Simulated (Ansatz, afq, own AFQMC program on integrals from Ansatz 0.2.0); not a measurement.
## AlH⁻, doublet in aug-cc-pVDZ, levels against full CI

```tsv
atom	x (Å)	y (Å)	z (Å)
Al	0.0000	0.0000	0.0000
H	0.0000	0.0000	4.5660
```

Basis aug-cc-pVDZ. Noble-gas cores (and the filled d shells of Ga–Kr and In–Xe) are frozen. Integrals, coupled cluster, full CI and functionals: Ansatz 0.2.0; the random walks run on the same integrals in our own AFQMC program. ph-AFQMC/CISD is guided by a CISD state made of CCSD amplitudes; releasing the constraint for a short imaginary time cuts its bias at the price of noise, slowly where states lie close. Error bars are statistical, one sigma.

Determinant: UHF, the one that the program's search chose, which needn't be the lowest solution. The geometry is a point of a scan.

Full CI on the same integrals is exact in this basis and with this determinant's frozen core.

Cautions: an unrestricted solution with more broken spin lies lower (203 meV, ⟨S²⟩ 1.64); strong correlation (T1 0.052, weight of the determinant 0.85, largest double 0.09); the released energies have errors that jump between times, so the bars are unsure, so no released level is given (meV from the phaseless value at times in 1/Eh: -5.2 ± 1.7 at 0.24, -9.1 ± 1.4 at 0.51, -14.5 ± 1.1 at 0.99, 0 ± 109 at 1.62, -23.1 ± 2.0 at 2.40); the ph-AFQMC/CISD walk drifts between its halves (2.3 errors).

- T1 diagnostic: 0.0519
- weight of the determinant in the CISD state: 0.855
- ⟨S²⟩ of the determinant: 0.770
- size of the correlated space: 5 electrons in 31 orbitals

```
  level  correlation energy (eV)
    MP2                  -1.5637
   CCSD                  -2.3654
CCSD(T)                  -2.4136
```

(1) Estimate where phaseless AFQMC with the Hartree–Fock trial lies against CCSD(T) on the same integrals.

(1) 0.98 ± 0.85 mEh below CCSD(T). The gap is under twice the noise, so this walk alone can't tell the two apart.

Reference: full CI, correlation energy -2.451 eV.

| level | E − E(reference) (mEh) | share of correlation (%) |
| --- | --- | --- |
| CCSD(T) | 1.39 | 98.45 |
| CCSDT | 0.19 | 99.79 |
| CCSDT(Q) | 0.03 | 99.97 |
| CCSDTQ | 0.01 | 99.99 |
| ph-AFQMC/HF | 0.41 ± 0.85 | 99.54 |
| ph-AFQMC/CISD | 0.55 ± 0.06 | 99.39 |

CCSDT and higher add their correlation energy to the determinant of the CCSD(T) run, since their own runs factorise the integrals more tightly (a shift of under 2 meV). A walk keeps the symmetry of its determinant, which the program's search chose and which needn't be the lowest solution, so a lower state of the same spin and another symmetry isn't excluded.
